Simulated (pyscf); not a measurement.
Thermochemistry of product channels of Cl–GeH₃ (SMILES [Cl][GeH3]) + Cl• (SMILES [Cl]) on the doublet surface, in kcal/mol, from ωB97M-D3(BJ)/def2-TZVP energies (ideal gas, 1 atm, RRHO with modes under 100 cm⁻¹ raised to 100, one conformer, R ln 2 for rigid chiral ones). PySCF, gas phase, ωB97X-D3(BJ)/def2-SVP geometries.

```json
[
 {"products": "Cl–GeH₂• (SMILES [Cl][GeH2]) + HCl (SMILES Cl)", "ΔE": "-18.9", "ΔH(298 K)": "-20.0", "ΔG(298 K)": "-22.8", "ΔG(1200 K)": "-31.0"},
 {"products": "Cl–GeH₂–Cl (SMILES [Cl][GeH2][Cl]) + H• (SMILES [H])", "ΔE": "-10.3", "ΔH(298 K)": "-13.4", "ΔG(298 K)": "-12.9", "ΔG(1200 K)": "-13.0"},
 {"products": "Cl–GeH•–Cl (SMILES [Cl][GeH][Cl]) + H₂ (SMILES [H][H])", "ΔE": "-33.4", "ΔH(298 K)": "-35.5", "ΔG(298 K)": "-36.8", "ΔG(1200 K)": "-42.1"},
 {"products": "GeH₂ (SMILES [GeH2]) [singlet] + Cl–Cl (SMILES ClCl) + H• (SMILES [H])", "ΔE": "+102.1", "ΔH(298 K)": "+95.9", "ΔG(298 K)": "+86.2", "ΔG(1200 K)": "+55.8"},
 {"products": "Cl–GeH: (SMILES [Cl][GeH]) [singlet] + HCl (SMILES Cl) + H• (SMILES [H])", "ΔE": "+31.5", "ΔH(298 K)": "+26.5", "ΔG(298 K)": "+16.3", "ΔG(1200 K)": "-15.9"}
]
```

The channel to Cl–GeH: [singlet] + HCl + H• turns favourable between 298 and 1200 K (ΔG from +16.3 kcal/mol to -15.9 kcal/mol).

These are energies of the channels, which say nothing of barriers. Left out: orbital degeneracy and the spin-orbit lowering of Cl. Elements up to Kr have no core potential and no relativistic terms here.
